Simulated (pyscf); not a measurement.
Optimised with ωB97X-D3(BJ)/def2-SVP in PySCF. Correlated levels are frozen-core, on RHF or UHF. ΔMP2 is the change of the MP2 total energy from the triple- to the quadruple-zeta basis.

### Question
Estimate the classical barrier height and the reaction energy of F–SnH(F)–Cl → F–Sn:–F [singlet] + hydrogen chloride (HCl) at CCSD(T)/def2-TZVPP + ΔMP2(QZVPP). The step runs on the singlet surface, breaks Cl–Sn, H–Sn and forms Cl–H; take the reactant's lowest minimum found as zero.

### Answer
ΔE‡ = 2.00 eV, ΔE = +0.28 eV. Zero-point energy shifts the barrier by -0.08 eV. It is a 1,1-elimination, with an imaginary mode of 1259i cm⁻¹. On the product side the descent ends in a complex (not fully relaxed), 0.25 eV under the separated species and 1.90 eV under the saddle at ωB97X-D3(BJ)/def2-TZVP. At ωB97X-D3(BJ) the barrier from the zero used here is 2.17 eV. One saddle was located; it need not be the lowest between these sides. The CCSD(T) − MP2 part came from Ansatz, without density fitting, on the same reference. The frozen core leaves the outer d or s,p core shells of the metals and heavy elements correlated in the MP2 and CC values, and def2-TZVPP describes them poorly, which can shift differences by a few kcal/mol. Elements past Kr carry the def2 core potentials, without spin-orbit coupling.
